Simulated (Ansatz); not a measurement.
# GeP⁺, triplet in cc-pVTZ: errors against UCCSDT(Q)

Geometry: a PBE0/def2-TZVP stationary point for this spin.

```xyz
2

Ge    0.0000    0.0000    0.0000
P     0.0000    0.0000    2.3035
```

Basis cc-pVTZ; Ansatz 0.2.0. Only valence electrons are correlated (noble-gas cores and the filled d shells of p-block atoms frozen), which leaves 8 electrons in 58 orbitals. Prefix R: restricted or restricted open-shell reference; prefix U: unrestricted. Active spaces: valence = (8e, 8o) chosen from the atoms' valence shells. No spin–orbit coupling is included, and no scalar relativity.

Full CI isn't at hand for all of this; UCCSDT(Q) serves as the reference, and is uncertain by about the last step of the cluster series. The frozen core follows each run's orbitals, which can shift R against U totals by a few meV for light atoms and by up to 0.1 eV past Ca.

* UHF ⟨S²⟩: 2.019
* T1 diagnostic (RCCSD): 0.0270
* largest doubles amplitude (RCCSD): 0.058
* T1 diagnostic (UCCSD): 0.0278

```
   level  E − E(UCCSDT(Q)) (meV)  share of correlation (%)  wall time
     UHF                    5420                      2.63          –
    UMP2                    1208                     78.31          –
   UCCSD                     317                     94.30          –
UCCSD(T)                      64                     98.86       44 s
  UCCSDT                      17                     99.70          –
```

The correlation energy at UCCSDT(Q), counted from RHF, is -5.567 eV. That run took 1.7 min on 1 thread of Arm Neoverse V1, shared host.

Run but not shown, since their state or frozen core can't be matched to the reference's or they repeat it: RHF, RMP2, CISD, RCCSD, RCCSD(T), BCCD(T), RCCSDT, RCCSDT(Q), CASSCF (valence space), NEVPT2 (valence space), MRCISD (valence space), MRCISD+Q (valence space).

Times hold each run's SCF and search for its determinant on a shared host, so for small cases they say little of a method's own cost; they ran on 1 thread of Arm Neoverse V1.

Natural occupations of CASSCF (valence space) about the gap: 1.986 1.971 1.918 0.995 0.995 0.046 0.046 0.042; effectively unpaired electrons, Σ n²(2−n)², 2.05.
